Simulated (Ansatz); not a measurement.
# SiH₅ (doublet): from Hartree-Fock to the top rungs at distance H1–H2 along a hydrogen transfer = 0.793 Å, cc-pVTZ

Aim: climb from Hartree-Fock through coupled cluster and multireference methods for SiH₅ (doublet) at one geometry and basis, and see what each rung misses.

Method: cc-pVTZ, core rule «outside noble gas», up to 5 orbitals frozen; program: Ansatz 0.2.0, Gaussian basis.

The runs, in order: UHF; CCSD(T) on ROHF; CCSD(T) on UHF; BCCD(T) on ROHF; CISD; CCSDT(Q) on ROHF; CCSDT(Q) on UHF; CASSCF and NEVPT2, 3 electrons in 3 orbitals; CASSCF and NEVPT2, 9 electrons in 9 orbitals.

**1. The geometry**

The geometry derives from fragments relaxed apart (PBE0/def2-TZVP) and kept rigid, so it is no stationary point. A hydrogen atom is moved between rigid fragments.

6 atoms, charge 0, spin multiplicity 2.

Atoms are counted from 1 here; the program's logs count them from 0.

Bond lengths: H1–H2 0.793 Å, Si3–H4 1.486 Å, Si3–H5 1.486 Å, Si3–H6 1.486 Å. Angles: H4–Si3–H5 111.3°, H4–Si3–H6 111.3°, H5–Si3–H6 111.3°.

**2. UHF**

in.yaml reads:

```yaml
crystal:
  periodic: [false, false, false]
  atoms:
    - {symbol: H, position_ang: [-2.429969, 0.000000, -0.000001]}
    - {symbol: H, position_ang: [-1.636969, 0.000000, -0.000001]}
    - {symbol: Si, position_ang: [0.088031, 0.000000, 0.000000]}
    - {symbol: H, position_ang: [0.538005, -1.416253, 0.000001]}
    - {symbol: H, position_ang: [0.538006, 0.708126, -1.226511]}
    - {symbol: H, position_ang: [0.538004, 0.708127, 1.226511]}
basis:
  gaussian: {orbitals: cc-pVTZ}
magnetization: {spin_polarized: true, initial_magnetization: 1}
hamiltonian: {xc: hf}
output: {orbitals: {seedname: orbitals}}
```

The run is started by

```bash
> ansatz run in.yaml --threads 1 --pin off --events-out ev --progress --plain --max-ram 5120MiB --backend cpu
```

Further steps of the session: CCSD(T) on ROHF; CCSD(T) on UHF; BCCD(T) on ROHF; CISD; CCSDT(Q) on ROHF; CCSDT(Q) on UHF; CASSCF and NEVPT2, 3 electrons in 3 orbitals; CASSCF and NEVPT2, 9 electrons in 9 orbitals.

**Question.** What will the summary of the whole plan be? Wanted: UCCSDT(Q) below the RHF energy; RMP2 from UCCSDT(Q); UMP2 from UCCSDT(Q); RCCSD from UCCSDT(Q); RCCSD(T) from UCCSDT(Q); UCCSD(T) from UCCSDT(Q); RCCSDT(Q) from UCCSDT(Q); NEVPT2 pair from UCCSDT(Q); NEVPT2 valence from UCCSDT(Q).

**Answer**, as computed:

| quantity | value |
| --- | --- |
| UCCSDT(Q) below the RHF energy | -5.5311 eV |
| RMP2 from UCCSDT(Q) | +24.65 kcal/mol |
| UMP2 from UCCSDT(Q) | +25.01 kcal/mol |
| RCCSD from UCCSDT(Q) | +3.68 kcal/mol |
| RCCSD(T) from UCCSDT(Q) | +0.67 kcal/mol |
| UCCSD(T) from UCCSDT(Q) | +0.68 kcal/mol |
| RCCSDT(Q) from UCCSDT(Q) | +0.02 kcal/mol |
| NEVPT2 pair from UCCSDT(Q) | +25.08 kcal/mol |
| NEVPT2 valence from UCCSDT(Q) | +25.99 kcal/mol |
| levels within 1 kcal/mol (43 meV) | RCCSD(T), UCCSD(T), BCCD(T), RCCSDT, UCCSDT, RCCSDT(Q) |
| T1 diagnostic | 0.021 |
| effectively unpaired electrons | 1.01 |

**Reading.** RCCSD(T) misses by +0.67 kcal/mol, 0.5 % of the correlation energy. One determinant dominates. Of the multireference levels listed NEVPT2 pair comes nearest in total energy (+25.08 kcal/mol), which doesn't show that its space is the better one. These misses are within one basis, not against nature; the frozen cores of restricted and unrestricted runs differ, which can shift their rows.
